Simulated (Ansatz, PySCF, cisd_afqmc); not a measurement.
System: OCl, charge 0, doublet. OCl (SMILES [O]Cl, doublet).
B3LYP-D3(BJ)/def2-TZVP minimum from Ansatz (a program for electronic structure):
```
Cl
O 1 1.5797
```
Charge 0, spin multiplicity 2.

Atomisation energy term by term, kcal/mol (programs: Ansatz, cisd_afqmc). Radicals and triplets start from unrestricted determinants; spin-orbit coupling is neglected. Cores are frozen in correlated methods. Rows without X2C or -DK are non-relativistic. AFQMC is phaseless with a CISD trial state; ± is one standard error, without the phaseless bias. Outlying blocks are dropped, and bars are widened where a walk drifts. Over all cases where full CI ran beside it in this data, AFQMC minus full CI had a median of +0.1 mEh and passed +0.4 mEh in a tenth of the cases. CBS(X,Y): correlation extrapolated as X^-3, Hartree-Fock from the larger set (Q,5: extrapolated as (X+1)exp(-9√X)). A bracket is a step between two methods taken in the basis named. '+ core + X2C': CCSD(T) terms for core correlation (cc-pwCVTZ, 1s frozen past Ne) and scalar relativity (cc-pVTZ-DK).

```json
[
 {"term": "Hartree-Fock", "basis": "CBS(cc-pV(Q+d)Z,cc-pV(5+d)Z)", "kcal/mol": "6.33"},
 {"term": "CCSD correlation", "basis": "CBS(cc-pV(Q+d)Z,cc-pV(5+d)Z)", "kcal/mol": "51.86"},
 {"term": "(T)", "basis": "CBS(cc-pV(Q+d)Z,cc-pV(5+d)Z)", "kcal/mol": "6.41"},
 {"term": "CCSDT(Q) - CCSD(T)", "basis": "cc-pV(Q+d)Z", "kcal/mol": "0.82"},
 {"term": "CCSDTQ - CCSDT(Q)", "basis": "cc-pV(D+d)Z", "kcal/mol": "-0.07"},
 {"term": "core correlation", "basis": "cc-pwCVTZ", "kcal/mol": "0.33"},
 {"term": "scalar relativity", "basis": "X2C, cc-pVTZ-DK", "kcal/mol": "-0.21"},
 {"term": "minus zero-point energy", "basis": "Hessian by PySCF at B3LYP-D3(BJ)/def2-TZVP", "kcal/mol": "-1.22"},
 {"term": "sum: D0", "basis": "", "kcal/mol": "64.2"}
]
```

The step beyond CCSD(T) by other levels: CCSDTQ in cc-pV(D+d)Z 0.75; AFQMC/CISD in cc-pV(D+d)Z 0.62 ± 0.34; CCSDT(Q) in cc-pV(D+d)Z 0.82; AFQMC/CISD in cc-pV(T+d)Z 0.23 ± 0.20; CCSDT(Q) in cc-pV(T+d)Z 0.78; AFQMC/CISD in cc-pV(Q+d)Z 0.60 ± 0.17 kcal/mol.
